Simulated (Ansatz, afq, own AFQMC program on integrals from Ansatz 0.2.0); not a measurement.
## Atomization energy of CrCH3, sextet, worked out

```yaml
atoms:
  - { symbol: Cr, position_ang: [-0.4772, 0.0036, 0.0028] }
  - { symbol: C, position_ang: [1.5741, -0.0119, -0.0094] }
  - { symbol: H, position_ang: [1.9449, -1.0425, -0.0066] }
  - { symbol: H, position_ang: [1.9618, 0.5034, 0.8759] }
  - { symbol: H, position_ang: [1.9511, 0.4948, -0.9043] }
```

Connectivity, by distances: Cr–CH3.

Basis def2-SVP. Only valence electrons are correlated. AFQMC by an in-house program on the Cholesky factors that Ansatz 0.2.0 writes for its CCSD(T) run. The CISD trial takes its coefficients from CCSD amplitudes. Released means that phaseless walkers are propagated on without the constraint, phases kept. Error bars are statistical, one sigma. The metal's outer-core s and p shells are frozen, which shifts wave-function levels against functionals.

Total energies in eV. CBS is CCSD(T) at the limit of def2-TZVPP/QZVPP (extrapolated itself); the highest rung of each member is named.

Cautions: no relativity below Rb; outer-core shells of the metal frozen; CrCH₃ (sextet): strong correlation (T1 0.051, weight of the determinant 0.84, largest double 0.04), unrestricted determinant slightly spin contaminated (⟨S²⟩ 8.81 against 8.75), its ph-AFQMC/CISD value lies 32 ± 5 meV above CCSDT(Q).

```
       member  count  CCSD(T)/def2-SVP  highest rung in def2-SVP     which  CCSD(T)/CBS
  Cr (septet)     +1       -28388.4945               -28388.4979       FCI  -28394.3178
  C (triplet)     +1        -1026.2885                -1026.2976       FCI   -1028.3149
  H (doublet)     +3          -13.5861                  -13.5861       FCI     -13.6059
CrCH₃, sextet     -1       -29469.9784               -29470.0237  CCSDT(Q)  -29478.6842
```

Work out the best estimate of the atomization energy: the CCSD(T)/CBS difference plus the step from CCSD(T) to the highest rung.

Sums with the counts: CCSD(T)/CBS 15.2338 eV, highest rung 14.4699 eV, CCSD(T)/def2-SVP 14.4371 eV. The step is 14.4699 − 14.4371 = 0.0328 eV, so the best estimate is 15.2338 + (0.0328) = 15.2666 eV = 352.1 kcal/mol. The basis set is worth 0.797 eV of it. Zero-point, core-correlation and spin–orbit terms aren't in it. Past Ne the Hartree–Fock part of each CBS total tends to overshoot, since the cores don't follow the formula; that largely cancels in the difference.

Best estimates are given only where the step beyond CCSD(T) is under 0.3 eV and no member's determinant is very poor (T1 over 0.05, or 0.07 for open shells, ⟨S²⟩ too high by 0.3, two states mixed), so the hardest cases are missing from such tables.

CCSDT and higher add their correlation energy to the determinant of the CCSD(T) run, since their own runs factorise the integrals more tightly (a shift of under 2 meV). Each member of a difference takes its own highest rung, so a best estimate needn't equal the limit plus the step of one row.
